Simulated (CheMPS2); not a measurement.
# DMRG/STO-3G (ground state) run of doublet AlH4

We compute a single-point energy of doublet AlH4. 

Program for the calculation: CheMPS2 1.8.12.

## (1) Starting point

AlH4: 5 atoms, total charge 0, spin state doublet. As SMILES of the parent species, `[H][Al-]([H])([H])[H]`. Geometry: a GFN2-xTB relaxation, a rough one for these elements and not checked as a minimum. That shape belongs to the parent species and isn't relaxed for this state.

Bond lengths: Al1–H2 1.627 Å, Al1–H3 1.628 Å, Al1–H4 1.628 Å, Al1–H5 1.628 Å. Angles: H2–Al1–H3 109.3°, H2–Al1–H4 109.4°, H2–Al1–H5 109.6°, H3–Al1–H4 109.3°, H3–Al1–H5 109.5°, H4–Al1–H5 109.6°.

## (2) The energy at DMRG/STO-3G (ground state)

File integrals.py:

```python
from pyscf import ao2mo, cc, gto, mcscf, scf
from pyscf.tools import fcidump

mol = gto.M(atom="mol.xyz", basis="sto-3g", spin=1, verbose=3)
print("basis functions = %d" % (mol.nao))
mf = scf.ROHF(mol)
mf.conv_tol = 1e-10
mf.max_cycle = 200
mf.kernel()
if not mf.converged:
    mf = mf.newton().run(mf.mo_coeff, mf.mo_occ)
print(f"E(HF) = {mf.e_tot:.10f}")
occ_no, mo = mcscf.addons.make_natural_orbitals(cc.CCSD(mf.to_uhf(), frozen=5).run())
mf.mo_coeff = mo
cas = mcscf.CASCI(mf, 8, 7)
h1, ecore = cas.get_h1eff()
fcidump.from_integrals("FCIDUMP", h1, cas.get_h2eff(), 8, 7, nuc=ecore, ms=1)
ci = mcscf.CASCI(mf, 8, (4, 3))
ci.fix_spin_(ss=0.75)
ci.fcisolver.conv_tol = 1e-10
ci.fcisolver.max_cycle = 200
ci.kernel()
print(f"E(FCI) = {ci.e_tot:.10f}")
```

File dmrg.input:

```
FCIDUMP = FCIDUMP
GROUP = 0
MULTIPLICITY = 2
NELECTRONS = 7
IRREP = 0
EXCITATION = 0
SWEEP_STATES = 50, 75, 100, 100
SWEEP_ENERGY_CONV = 1e-04, 1e-04, 1e-04, 1e-06
SWEEP_MAX_SWEEPS = 1, 1, 1, 6
SWEEP_NOISE_PREFAC = 0.05, 0.05, 0.005, 0.0
SWEEP_DVDSON_RTOL = 1e-04, 1e-04, 1e-04, 1e-05
NOCC = 0
NACT = 8
NVIR = 0
MOLCAS_FIEDLER = FALSE
PRINT_CORR = TRUE
TMP_FOLDER = .
```

On the command line:

```
$ python integrals.py && chemps2 --file=dmrg.input
```

What values should one expect? Wanted: total energy.

Computed results:

At DMRG/STO-3G (ground state), 5 core orbitals frozen:

```
    quantity          value
total energy  -241.19223 Eh
```
